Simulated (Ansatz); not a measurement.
Two shapes of singlet SO3.

Shape 1:

```xyz
4

S    -0.0352    0.0234   -0.0267
O     1.4136   -0.0320    0.0265
O    -0.7472    1.2888   -0.0129
O    -0.7399   -1.2796    0.0340
```

Shape 2:

```xyz
4

S    -0.0395    0.0730   -0.0223
O     1.3916    0.0100    0.0423
O    -0.7224    1.2548   -0.0399
O    -0.6903   -1.2856    0.0334
```

Basis set: 6-31G (spherical functions). Correlated methods keep 8 orbitals frozen. Charge 0, multiplicity 1.

Computed with Ansatz (development build ahead of 0.2.0); each method stands on the lowest determinant of its kind that the runs found.

**Question.** Which shape is lower in energy, and by how much in each method?

**Answer.**

```csv
method,E(2) − E(1) (eV)
RHF,0.999
RHF-MP2,1.299
```

Shape 1 is lower. Caution: no unrestricted run beside it, a lower state can exist.
